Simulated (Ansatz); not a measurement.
# Solid iodine

These are LDA in Ansatz (PAW) values and carry that method's errors.

Cell: relaxed at this level.

```yaml
lattice_energy: 102 kJ/mol
volume_per_molecule: 73.77 Å³
```

Spin–orbit coupling is not included.

Ansatz is a quantum-chemistry and plane-wave program.
